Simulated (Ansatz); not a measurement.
## What a trial cell of Be relaxes into

The calculation used Ansatz, DFT PBEsol, scalar-relativistic, plane waves, PAW. Cutoff 420 eV, Γ-centred k mesh, Gaussian smearing, no spin polarisation in the final step.

Be was placed on the simple cubic structure type (Pm-3m, No. 221), at a guessed volume.

```xyz
1
Lattice="2.0256 0.0000 0.0000 0.0000 2.0256 0.0000 0.0000 0.0000 2.0256" Properties=species:S:1:pos:R:3 pbc="T T T"
Be    0.0000    0.0000    0.0000
```

Cell and atoms relax at zero pressure; the relaxation can't lower the symmetry of the start. After a coarse first stage the cell is made exact in the group found at 0.06 Å.

Energies count from the standard state of Be at the same level.

Describe the relaxed structure.

It keeps Pm-3m (No. 221). The result has the simple cubic structure. Conventional cell: a = 2.167 Å. Around Be lie 6 Be at 2.17 Å.

```cif
data_structure
_symmetry_space_group_name_H-M 'Pm-3m'
_symmetry_Int_Tables_number 221
_cell_length_a 2.1669
_cell_length_b 2.1669
_cell_length_c 2.1669
_cell_angle_alpha 90.000
_cell_angle_beta 90.000
_cell_angle_gamma 90.000
_cell_volume 10.17
loop_
_atom_site_label
_atom_site_type_symbol
_atom_site_symmetry_multiplicity
_atom_site_Wyckoff_symbol
_atom_site_fract_x
_atom_site_fract_y
_atom_site_fract_z
_atom_site_occupancy
Be1 Be 1 a 0.00000 0.00000 0.00000 1
```

What are its volume, energy, density and gap?

The volume per atom is 10.17 Å³, the density is 1.47 g/cm³ and the energy over the standard structure is 1.02 eV/atom. The gap on the 26×26×26 mesh is 0 eV (a metal).

The final run used a 26×26×26 mesh on its 1-atom cell and 0.10 eV smearing. The k mesh leaves about 4 meV/atom of noise in metals. Symmetry constrained the relaxation, so the result can be a saddle point. The steps took about 17 core-seconds in all.